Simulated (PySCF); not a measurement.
# A basis-limit estimate, worked out

An elementary step of BH₂OF, closed shell (BH₂OF ([OH][BH][F]) → BOF + H₂; B–H, O–H broken or loosened, H–H formed or tightened). “Start” and “end” are the PBE0-D4/def2-TZVP structures reached by relaxing down either side of its saddle point, with the molecules still in contact.

Program: PySCF 2.14 with density fitting (its default auxiliary sets; JK sets also for MP2 and CCSD(T)). Basis: def2-TZVPP and def2-QZVPP. Cores are frozen in the correlated methods.

Energies in eV:

| quantity | end | start |
| --- | --- | --- |
| Hartree–Fock, triple zeta (X = 3) | -5450.39829 | -5451.96504 |
| Hartree–Fock, quadruple zeta (X = 4) | -5450.67518 | -5452.22470 |
| MP2 correlation, X = 3 | -16.29811 | -16.02873 |
| MP2 correlation, X = 4 | -17.69826 | -17.43865 |
| CCSD(T) correlation, X = 3 | -17.03632 | -16.84950 |

Q: Work out the step energy at the basis limit: extrapolate Hartree–Fock as E(X) = E∞ + A exp(−7.88 √X) and the MP2 correlation as E(X) = E∞ + B X^−2.97 (the exponents that Neese and Valeev fitted for def2-TZVPP and QZVPP), then add CCSD(T) − MP2 in triple zeta.

A: Each step is linear, so take the differences first (end − start): Hartree–Fock 1.56675 (X = 3) and 1.54952 (X = 4); MP2 correlation -0.26938 and -0.25961; CCSD(T) correlation -0.18682.
Two points give E∞ = E(4) + w [E(4) − E(3)], with w = 1/(exp(7.88 (2 − √3)) − 1) = 0.1377 for Hartree–Fock and w = 1/((4/3)^2.97 − 1) = 0.7407 for the correlation.
Hartree–Fock: 1.54952 + 0.1377 × (-0.01723) = 1.5471 eV.
MP2 correlation: -0.25961 + 0.7407 × 0.00977 = -0.2524 eV.
CCSD(T) − MP2: -0.18682 − (-0.26938) = 0.0826 eV.
Sum: 1.5471 + (-0.2524) + 0.0826 = 1.3773 eV, or 31.76 kcal/mol. Plain CCSD(T) in triple zeta gives 1.3799 eV, so the larger basis shifts the result by -0.0026 eV.

The T1 diagnostic stays at or below 0.018.

Labels in which every atom is bracketed show which atoms are joined, not bond orders.

For scale, one of the runs: CCSD(T)/def2-TZVPP, 121 basis functions, launched by `OMP_NUM_THREADS=4 python run.py`. Time: 34 s of wall clock on 4 CPU threads of an Arm Neoverse V2; the host was shared. Peak host memory: 0.61 GiB.
